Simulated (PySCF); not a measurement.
Isomers of [C5H12P]+ (charge +1), from PySCF, PBE0-D3(BJ)/def2-SVP geometry optimisation, gas phase. One conformer each, no zero-point energy, no frequencies.

Question: Which is lower in electronic energy at this level?
A. `[CH3:1]/[CH:2]=[CH:3]/[PH2+:4][CH2:5][CH3:6]` (charge +1) with C2–C3–P4–C5 -121°, C3–P4–C5–C6 -178°: A = 10965, B = 1010, C = 985.3 MHz, dipole 0.89 D
B. `[CH3:1][CH2:2][P+:3]1([CH3:4])[CH2:5][CH2:6]1` (charge +1) with C1–C2–P3–C4 61°: A = 4057, B = 2162, C = 1736 MHz, dipole 0.86 D

Answer: B. That is `CC[P+]1(C)CC1`, 5.0 kcal/mol below the other.

```tsv
SMILES	mapped SMILES	E (Eh)	relative (kcal/mol)	relative (kJ/mol)	dipole about centre of mass (D)
CC[P+]1(C)CC1	[CH3:1][CH2:2][P+:3]1([CH3:4])[CH2:5][CH2:6]1	-538.24498	0.0	0.0	0.86
C/C=C/[PH2+]CC	[CH3:1]/[CH:2]=[CH:3]/[PH2+:4][CH2:5][CH3:6]	-538.23697	5.0	21.0	0.89
```

As drawn, the lower has a three-membered ring, which the higher lacks.
